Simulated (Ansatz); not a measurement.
**doublet C4H11P+: levels of theory compared**

We compute a comparison of 6 runs (UHF/STO-3G, UHF/6-31G*, U-r2SCAN/6-31G*, UB2PLYP/6-31G*, UB3LYP/6-31G*, UBHLYP/6-31G*) of doublet C4H11P+. 

The calculation is run with Ansatz 0.2.0.

54 further runs of the same task are left out: 54 set aside as unsound or not needed.

## (1) The system as given

The species is C4H11P+ (16 atoms), meant as a doublet with charge +1. SMILES of the parent species: `CC(C)(C)P`. The coordinates come from a PBE0-D4/def2-TZVP relaxation. This is one conformer, not always the lowest. That shape belongs to the parent species and isn't relaxed for this state.

Bond lengths: C1–C2 1.523 Å, C2–C3 1.527 Å, C2–C4 1.527 Å, C2–P5 1.872 Å, C1–H6 1.092 Å, C1–H7 1.096 Å, C1–H8 1.092 Å, C3–H9 1.093 Å, C3–H10 1.093 Å, C3–H11 1.095 Å, C4–H12 1.093 Å, C4–H13 1.093 Å, C4–H14 1.095 Å, P5–H15 1.422 Å, P5–H16 1.422 Å. Some angles: C1–C2–C3 110.1°, C1–C2–C4 110.0°, C1–C2–P5 112.6°, C3–C2–C4 109.8°, C3–C2–P5 107.1°, C4–C2–P5 107.1°, C2–C1–H6 111.4°, C2–C1–H7 110.3°, C2–C1–H8 111.4°, C2–C3–H9 111.6°.

## (2) The energy at UHF/STO-3G (run 1)

The input, molecule.yaml:

```yaml
crystal:
  periodic: [false, false, false]
  atoms:
    - symbol: C
      position_ang: [-0.741780, 0.582300, -1.051100]
    - symbol: C
      position_ang: [0.035910, -0.030370, 0.105610]
    - symbol: C
      position_ang: [1.479480, 0.466250, 0.087120]
    - symbol: C
      position_ang: [0.012170, -1.553500, 0.003740]
    - symbol: P
      position_ang: [-0.680560, 0.421300, 1.774860]
    - symbol: H
      position_ang: [-0.742250, 1.673450, -0.997130]
    - symbol: H
      position_ang: [-0.290390, 0.293200, -2.007510]
    - symbol: H
      position_ang: [-1.780850, 0.244920, -1.055490]
    - symbol: H
      position_ang: [2.060940, 0.041070, 0.909040]
    - symbol: H
      position_ang: [1.529020, 1.555730, 0.165270]
    - symbol: H
      position_ang: [1.962690, 0.177600, -0.852030]
    - symbol: H
      position_ang: [-1.010560, -1.939840, 0.019660]
    - symbol: H
      position_ang: [0.562950, -2.019500, 0.824670]
    - symbol: H
      position_ang: [0.474130, -1.873090, -0.936090]
    - symbol: H
      position_ang: [-0.829160, 1.815640, 1.538880]
    - symbol: H
      position_ang: [-2.041750, 0.144830, 1.470480]
basis:
  gaussian:
    orbitals: STO-3G
total_charge: 1
magnetization:
  spin_polarized: true
  initial_magnetization: 1
hamiltonian:
  xc: hf
accuracy: high
output:
  orbitals: {seedname: orbitals}
```

Launch:

```
ansatz run molecule.yaml --threads 1 --pin off --max-ram 3480MiB --events-out events.jsonl --progress --plain --runs-dir runs
```

The log of the run:

```text
Warning: RAYON_NUM_THREADS=1 ignored (pool sized by the plan → 1); use --threads N
Functional definition: HF
  name "HF"
  exchange = exact_x
  correlation = 0
909 factors; integrals over basis functions are off by at most 3.0e-9 eV
mean field evaluation 1: about -13405.9713 eV, gradient 1.2e1 eV
mean field evaluation 2: about -13406.2834 eV, gradient 1.2e1 eV
mean field evaluation 4: about -13407.6171 eV, gradient 1.1e0 eV
mean field evaluation 8: about -13407.6389 eV, gradient 1.4e-2 eV
mean field -13407.63887751 eV, -492.7216407243 hartree, gradient 8.5e-8 eV, S^2 0.752962; 0 other end points of the search recorded, 0 dependent functions left out
reference -13407.63887751 eV, -492.7216407243 hartree; 25, 24 occupied and 15, 16 virtual orbitals, 909 factors
Total energy: -13407.63887751 eV, -492.7216407243 hartree
```

It took 0.95 s on 1 thread of Arm Neoverse V1, shared host; peak memory 0.11 GiB.

## (3) A single-point energy at UHF/6-31G(d) (spherical functions) (run 2)

The input, input.yaml:

```yaml
crystal:
  periodic: [false, false, false]
  atoms:
    - symbol: C
      position_ang: [-0.741780, 0.582300, -1.051100]
    - symbol: C
      position_ang: [0.035910, -0.030370, 0.105610]
    - symbol: C
      position_ang: [1.479480, 0.466250, 0.087120]
    - symbol: C
      position_ang: [0.012170, -1.553500, 0.003740]
    - symbol: P
      position_ang: [-0.680560, 0.421300, 1.774860]
    - symbol: H
      position_ang: [-0.742250, 1.673450, -0.997130]
    - symbol: H
      position_ang: [-0.290390, 0.293200, -2.007510]
    - symbol: H
      position_ang: [-1.780850, 0.244920, -1.055490]
    - symbol: H
      position_ang: [2.060940, 0.041070, 0.909040]
    - symbol: H
      position_ang: [1.529020, 1.555730, 0.165270]
    - symbol: H
      position_ang: [1.962690, 0.177600, -0.852030]
    - symbol: H
      position_ang: [-1.010560, -1.939840, 0.019660]
    - symbol: H
      position_ang: [0.562950, -2.019500, 0.824670]
    - symbol: H
      position_ang: [0.474130, -1.873090, -0.936090]
    - symbol: H
      position_ang: [-0.829160, 1.815640, 1.538880]
    - symbol: H
      position_ang: [-2.041750, 0.144830, 1.470480]
basis:
  gaussian: {orbitals: 6-31G_st_-spherical.json}
accuracy: high
total_charge: 1
magnetization: {spin_polarized: true, initial_magnetization: 1}
hamiltonian: {xc: hf}
output: {orbitals: {seedname: orbitals}}
```

The basis set 6-31G* is read from a file made from the Basis Set Exchange's data (not shown).

Launch:

```
ansatz run input.yaml --threads 1 --pin off --max-ram 3480MiB --events-out events.jsonl --progress --plain --runs-dir runs
```

The log of the run:

```text
Warning: RAYON_NUM_THREADS=1 ignored (pool sized by the plan → 1); use --threads N
Functional definition: HF
  name "HF"
  exchange = exact_x
  correlation = 0
2472 factors; integrals over basis functions are off by at most 4.0e-9 eV
mean field evaluation 1: about -13553.0231 eV, gradient 3.1e1 eV
mean field evaluation 2: about -13553.1537 eV, gradient 3.1e1 eV
mean field evaluation 4: about -13558.7036 eV, gradient 3.3e0 eV
mean field evaluation 8: about -13558.8161 eV, gradient 1.7e-1 eV
mean field evaluation 16: about -13558.8175 eV, gradient 2.0e-8 eV
mean field -13558.81748684 eV, -498.2773521448 hartree, gradient 2.0e-8 eV, S^2 0.756691; 0 other end points of the search recorded, 0 dependent functions left out
reference -13558.81748684 eV, -498.2773521448 hartree; 25, 24 occupied and 71, 72 virtual orbitals, 2472 factors
Total energy: -13558.81748684 eV, -498.2773521448 hartree
```

Run time: 6.9 s. Hardware: 1 thread of Arm Neoverse V1, shared host; peak memory 0.41 GiB.

Runs 3 to 5 aren't shown in full; the table further down has their settings and results.

## (4) A single-point energy at UBHLYP/6-31G(d) (spherical functions) (run 6)

The input, molecule.yaml:

```yaml
basis:
  gaussian: {orbitals: 6-31G_st_-spherical.json}
crystal:
  periodic: [false, false, false]
  atoms:
    - {symbol: C, position_ang: [-0.741780, 0.582300, -1.051100]}
    - {symbol: C, position_ang: [0.035910, -0.030370, 0.105610]}
    - {symbol: C, position_ang: [1.479480, 0.466250, 0.087120]}
    - {symbol: C, position_ang: [0.012170, -1.553500, 0.003740]}
    - {symbol: P, position_ang: [-0.680560, 0.421300, 1.774860]}
    - {symbol: H, position_ang: [-0.742250, 1.673450, -0.997130]}
    - {symbol: H, position_ang: [-0.290390, 0.293200, -2.007510]}
    - {symbol: H, position_ang: [-1.780850, 0.244920, -1.055490]}
    - {symbol: H, position_ang: [2.060940, 0.041070, 0.909040]}
    - {symbol: H, position_ang: [1.529020, 1.555730, 0.165270]}
    - {symbol: H, position_ang: [1.962690, 0.177600, -0.852030]}
    - {symbol: H, position_ang: [-1.010560, -1.939840, 0.019660]}
    - {symbol: H, position_ang: [0.562950, -2.019500, 0.824670]}
    - {symbol: H, position_ang: [0.474130, -1.873090, -0.936090]}
    - {symbol: H, position_ang: [-0.829160, 1.815640, 1.538880]}
    - {symbol: H, position_ang: [-2.041750, 0.144830, 1.470480]}
total_charge: 1
magnetization: {spin_polarized: true, initial_magnetization: 1}
hamiltonian: {xc: {name: BHLYP}}
accuracy: high
output: {orbitals: {seedname: orbitals}}
```

The basis set 6-31G* is read from a file made from the Basis Set Exchange's data (not shown).

Launch:

```
ansatz run molecule.yaml --threads 1 --pin off --max-ram 3480MiB --events-out events.jsonl --progress --plain --runs-dir runs
```

The log of the run:

```text
Warning: RAYON_NUM_THREADS=1 ignored (pool sized by the plan → 1); use --threads N
Functional definition: BHLYP
  name "BHLYP"
  parameter a = 0.5
  exchange = (1 - a)*b88_x + a*exact_x
  correlation = lyp_c
2472 factors; integrals over basis functions are off by at most 4.0e-9 eV
mean field evaluation 1: about -13592.8388 eV, gradient 4.6e1 eV
mean field evaluation 2: about -13582.4163 eV, gradient 6.0e1 eV
mean field evaluation 4: about -13603.4840 eV, gradient 3.0e0 eV
mean field evaluation 8: about -13603.6592 eV, gradient 2.9e-1 eV
mean field evaluation 16: about -13603.6659 eV, gradient 1.6e-3 eV
mean field evaluation 32: about -13603.6659 eV, gradient 8.6e-8 eV
mean field -13603.66592435 eV, -499.9255018239 hartree, gradient 8.6e-8 eV, S^2 0.754373; 0 other end points of the search recorded, 0 dependent functions left out
reference -13603.66595106 eV, -499.9255028054 hartree; 25, 24 occupied and 71, 72 virtual orbitals, 2472 factors
Total energy: -13603.66595106 eV, -499.9255028054 hartree
```

It took 27 s on 1 thread of Arm Neoverse V1, shared host; peak memory 0.56 GiB.

## (5) All runs side by side

```csv
run,level,frozen core orbitals,energy (Eh),HOMO energy (eV),LUMO energy (eV),⟨S²⟩,wall time
1,UHF/STO-3G,–,-492.721641,-16.38,-5.21,0.753,0.95 s
2,UHF/6-31G* (spherical functions),–,-498.277352,-17.33,-7.05,0.757,6.9 s
3,U-r2SCAN/6-31G* (spherical functions),–,-499.903575,-13.27,-11.72,0.755,47 s
4,UB2PLYP/6-31G* (spherical functions),9,-499.677598,-15.45,-9.79,0.755,35 s
5,UB3LYP/6-31G* (spherical functions),–,-500.056834,-14.10,-11.44,0.753,29 s
6,UBHLYP/6-31G* (spherical functions),–,-499.925503,-15.53,-10.22,0.754,27 s
```

## (6) Outcome

| quantity | value |
| --- | --- |
| run 6: total energy | -499.92550 Eh |
| run 6: HOMO energy (highest over α and β) | -15.53 eV |
| run 6: LUMO energy (lowest over α and β) | -10.22 eV |
| run 6: ⟨S²⟩ | 0.754 |

**Reading.** Totals of different functionals can't be ranked against each other. In run 1 the basis is minimal, so the values are rough. All runs together took 2.4 min, the longest 47 s.
